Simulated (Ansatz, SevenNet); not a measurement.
How well does each level of theory give the lattice constant a of bcc Eu?

Reference value: 4.582 Å (measured, 293 K, no zero-point or thermal correction, sources range from 4.582 to 4.610; as tabulated in Wikipedia's data pages).

What do SevenNet-0, LDA, PBE, rVV10, r²SCAN, r²SCAN+rVV10, HSE06 give, and how far is each from the reference?


```csv
level (code),value (Å),difference (%)
SevenNet-0 (SevenNet),4.389,-4.21
LDA (Ansatz),4.106,-10.4
PBE (Ansatz),4.387,-4.26
rVV10 (Ansatz),4.289,-6.39
r²SCAN (Ansatz),4.450,-2.88
r²SCAN+rVV10 (Ansatz),4.395,-4.08
HSE06 (Ansatz),4.665,+1.81
```

The reference is not for a static lattice or low temperature, so close values are not ranked against it. Off by more than 1.52 % (a bound picked here): SevenNet-0 (-4.21 %), LDA (-10.4 %), PBE (-4.26 %), rVV10 (-6.39 %), r²SCAN (-2.88 %), r²SCAN+rVV10 (-4.08 %), HSE06 (+1.81 %). Behind a very large miss there can be another phase or state, or a fault of the measured value (LDA, PBE, rVV10, r²SCAN+rVV10).

The reference has no zero-point or thermal correction, while the calculations are for a static lattice, so the differences are not the levels' errors alone. A static lattice is as a rule a little smaller than the measured one. Spin-polarised runs: LDA (parallel moments), PBE (parallel moments), rVV10 (parallel moments), r²SCAN (parallel moments), r²SCAN+rVV10 (parallel moments), HSE06 (parallel moments). LDA, PBE, rVV10, r²SCAN, r²SCAN+rVV10: the 4f shell is treated without U or exact exchange, so its levels and filling can be wrong. HSE06: the state of the 4f shell is in doubt. Cutoffs and k meshes differ between the levels. Ansatz's density-functional and Hartree–Fock values are scalar-relativistic unless marked +SOC, with PAW data made under PBE.

Machine-learned potentials (SevenNet-0) are trained on DFT data, which may include these solids.

Differences are worked out from the printed values.

Ansatz is a first-principles code.
